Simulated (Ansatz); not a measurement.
Reaction (ligand exchange at the Al–Cl bond): `[AlH2][Cl]` + `O[SiH3]` → `[AlH2][O][SiH3]` + HCl

Computed with Ansatz on PBE0-D4/def2-TZVP structures; ΔE is electronic, products minus reactants. CCSD(T)/CBS is the MP2 limit (def2-TZVPP, def2-QZVPP) plus CCSD(T) − MP2 in def2-TZVPP, frozen cores. This one scheme is used for every species.

```csv
species,CCSD(T)/CBS(def2) energy (Eh)
`[AlH2][Cl]`,-703.04476
`O[SiH3]`,-366.69042
`[AlH2][O][SiH3]`,-609.35237
HCl,-460.38127
```

Question: Work out ΔE.

Answer: ΔE = (-609.35237) + (-460.38127) − (-703.04476) − (-366.69042) = 0.00154 Eh = +4.0 kJ/mol.

Largest T1 diagnostic among the species: 0.012.

Leaving LDA and LC-ωPBE aside and taking each functional with its dispersion term where it has one, the values, not all of them listed here, spread over 12.0 kJ/mol, from CAM-B3LYP-D4 to HSE06-D4. LDA lies −5.2 kJ/mol from PBE without D4. At CCSD(T), def2-SVP lies −4.7 kJ/mol from the extrapolated value and def2-TZVPP −3.7 kJ/mol.
